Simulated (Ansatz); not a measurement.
```yaml
crystal:
  periodic: [false, false, false]
  atoms:
    - {symbol: Si, position_ang: [-0.001992, 0.003007, -0.884570]}
    - {symbol: C, position_ang: [0.002253, -0.003385, 0.986233]}
    - {symbol: H, position_ang: [-1.016919, 0.037160, 1.376847]}
    - {symbol: H, position_ang: [0.549449, 0.857726, 1.376100]}
    - {symbol: H, position_ang: [0.476889, -0.909051, 1.370156]}
    - {symbol: H, position_ang: [1.388130, -0.031142, -1.411617]}
    - {symbol: H, position_ang: [-0.667703, 1.227746, -1.402433]}
    - {symbol: H, position_ang: [-0.730108, -1.182061, -1.410715]}
basis:
  gaussian: {orbitals: 6-31G}
hamiltonian: {xc: {name: CAM-B3LYP}}
output: {forces: true}
```

```sh
$ ansatz run in.yaml --threads 4 --pin off --events-out ev --progress --plain --max-ram 3916MiB
```

Output, abridged:

```
Functional definition: CAM-B3LYP
459 factors; integrals over basis functions are off by at most 2.1e-4 eV
216 factors; integrals over basis functions are off by at most 4.9e-6 eV
mean field evaluation 1: about -9007.9030 eV, gradient 3.0e1 eV
mean field evaluation 2: about -9008.2524 eV, gradient 2.7e1 eV
mean field evaluation 4: about -9010.0719 eV, gradient 8.3e-2 eV
mean field evaluation 8: about -9010.0617 eV, gradient 1.3e-4 eV
mean field -9010.06169025 eV, -331.1136598775 hartree, gradient 2.6e-5 eV, S^2 0.000000; 0 other end points of the search recorded, 0 dependent functions left out
reference -9010.06178385 eV, -331.1136633172 hartree; 13, 13 occupied and 21, 21 virtual orbitals, 459 factors
Total energy: -9010.06178385 eV, -331.1136633172 hartree
Atom 0 at    -0.001992     0.003007    -0.884570 Å, force    -0.001110     0.001663    -0.361012 eV/Å
Atom 1 at     0.002253    -0.003385     0.986233 Å, force     0.001384    -0.002047     0.563962 eV/Å
Atom 2 at    -1.016919     0.037160     1.376847 Å, force    -0.023236    -0.000445     0.043734 eV/Å
Atom 3 at     0.549449     0.857726     1.376100 Å, force     0.011543     0.020247     0.043744 eV/Å
Atom 4 at     0.476889    -0.909051     1.370156 Å, force     0.012163    -0.020560     0.044099 eV/Å
Atom 5 at     1.388130    -0.031142    -1.411617 Å, force     0.216428    -0.006230    -0.111886 eV/Å
Atom 6 at    -0.667703     1.227746    -1.402433 Å, force    -0.103019     0.191560    -0.110862 eV/Å
Atom 7 at    -0.730108    -1.182061    -1.410715 Å, force    -0.114153    -0.184187    -0.111781 eV/Å
Dipole moment:     0.000378    -0.000559     0.151268 e Å
```

Hardware: 4 threads of Arm Neoverse V1 on a shared host. Wall time 0.45 s.
